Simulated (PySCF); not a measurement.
SiH4, SMILES [SiH4]. The structure is a stationary point at ωB97X-D3(BJ)/def2-TZVPD. The isomer is the one that the SMILES or the coordinates give; other isomers of the formula were not compared.

TDA-B3LYP/def2-TZVPD (PySCF) puts the lowest singlet excitations at 8.88, 8.88, 8.88, 9.00, 9.00, 9.00 eV.

Problem. What are the lowest excitation roots from ADC(2)/aug-cc-pVDZ run with PySCF? (The exact figures need the calculation; the answer reports its results.)

Solution. 9.49, 9.49, 9.49, 9.60, 9.60, 9.60 eV. S1 differs by 0.61 eV (second minus first; roots are paired by order, and the bases may differ).
